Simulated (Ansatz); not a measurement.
# C₄H₆S: up Jacob's ladder to CCSD(T)

One table from this session's results is given with a row withheld; the runs are named, their logs left out.

Computed with Ansatz 0.2.0, Gaussian basis. Level: functionals in def2-TZVPP, the program's frozen cores in correlated methods.

Plan: PBE-D4, r2SCAN-D4, PBE0-D4, B3LYP-D4, ωB97X-V, ωB97M-V, B2PLYP; CCSD(T)/def2-TZVPP; MP2/def2-QZVPP; extrapolation to the limit.

## Structure used throughout

All runs share one geometry, relaxed beforehand with PBE0-D4 in a triple-zeta def2 set.

SMILES `C=C1CCS1`, 11 atoms, charge 0, spin multiplicity 1.

Atoms are counted from 1 here; the program's logs count them from 0.

Bond lengths: C1–C2 1.324 Å, C1–H6 1.083 Å, C1–H7 1.084 Å, C2–C3 1.508 Å, C2–S5 1.763 Å, C3–C4 1.540 Å, C3–H8 1.092 Å, C3–H9 1.092 Å, C4–S5 1.829 Å, C4–H10 1.089 Å, C4–H11 1.089 Å. Angles: C2–C1–H6 122.0°, C2–C1–H7 120.2°, H6–C1–H7 117.8°, C1–C2–C3 133.0°, C1–C2–S5 132.0°, C3–C2–S5 95.0°, C2–C3–C4 95.8°, C2–C3–H8 113.1°, C2–C3–H9 112.9°, C4–C3–H8 113.5°, C4–C3–H9 113.3°, H8–C3–H9 108.1°, C3–C4–S5 91.3°, C3–C4–H10 115.0°, C3–C4–H11 114.9°, S5–C4–H10 112.6°, S5–C4–H11 112.4°, H10–C4–H11 109.6° and more.

Geometry (Å):

```mol
C4H6S
  3D, bonds by distance, orders not assigned

 11 11  0  0  0  0  0  0  0  0999 V2000
   -0.5525    1.8010   -0.6472 C   0  0
   -0.1047    0.7213   -0.0260 C   0  0
   -0.0723   -0.7404   -0.3964 C   0  0
    0.5944   -1.2155    0.9080 C   0  0
    0.6675    0.4980    1.5432 S   0  0
   -0.4842    2.7871   -0.2048 H   0  0
   -1.0047    1.7175   -1.6288 H   0  0
   -1.0660   -1.1645   -0.5567 H   0  0
    0.5291   -0.9404   -1.2860 H   0  0
    1.5818   -1.6583    0.7861 H   0  0
   -0.0230   -1.8628    1.5293 H   0  0
  1  2  8  0
  2  3  8  0
  3  4  8  0
  4  5  8  0
  1  6  8  0
  1  7  8  0
  3  8  8  0
  3  9  8  0
  4 10  8  0
  4 11  8  0
  2  5  8  0
M  END
```

Set-up of the first run:

Contents of in.yaml:

```yaml
crystal:
  periodic: [false, false, false]
  atoms:
    - {symbol: C, position_ang: [-0.552512, 1.800956, -0.647151]}
    - {symbol: C, position_ang: [-0.104722, 0.721329, -0.026012]}
    - {symbol: C, position_ang: [-0.072274, -0.740358, -0.396387]}
    - {symbol: C, position_ang: [0.594401, -1.215550, 0.907984]}
    - {symbol: S, position_ang: [0.667507, 0.497970, 1.543158]}
    - {symbol: H, position_ang: [-0.484228, 2.787051, -0.204759]}
    - {symbol: H, position_ang: [-1.004745, 1.717544, -1.628846]}
    - {symbol: H, position_ang: [-1.065973, -1.164464, -0.556725]}
    - {symbol: H, position_ang: [0.529104, -0.940421, -1.286007]}
    - {symbol: H, position_ang: [1.581810, -1.658304, 0.786093]}
    - {symbol: H, position_ang: [-0.022969, -1.862752, 1.529251]}
basis:
  gaussian: {orbitals: def2-TZVPP}
hamiltonian: {xc: pbe, dispersion: d4}
output: {forces: true, orbitals: {seedname: orbitals}}
```

On the command line:

```
$ ansatz run in.yaml --threads 4 --pin off --events-out ev --progress --plain --max-ram 10444MiB
```

Among the steps run: PBE-D4 (GGA); r2SCAN-D4 (meta-GGA); PBE0-D4 (hybrid); B3LYP-D4 (hybrid); ωB97X-V (range-separated); ωB97M-V (range-separated); B2PLYP (double hybrid); CCSD(T) in def2-TZVPP; MP2 in def2-QZVPP.

One table of the session follows, with a row left open; its other results are not shown here.

```
            method  atomisation energy (kJ/mol)
            PBE-D4                       4632.3
         r2SCAN-D4                       4512.9
           PBE0-D4                       4550.7
          B3LYP-D4                       4487.2
           ωB97X-V                       4498.2
           ωB97M-V                       4507.7
            B2PLYP                       4440.4
     HF/def2-TZVPP                       3275.8
    MP2/def2-TZVPP                            ?
   CCSD/def2-TZVPP                       4291.3
CCSD(T)/def2-TZVPP                       4368.7
           MP2/CBS                       4563.2
       CCSD(T)/CBS                       4478.7
```

**Question.** Estimate the row for MP2/def2-TZVPP.

The run gave: atomisation energy (kJ/mol): 4453.3. In the column «atomisation energy (kJ/mol)» it lies between B2PLYP (4440.4) and CCSD(T)/CBS (4478.7).
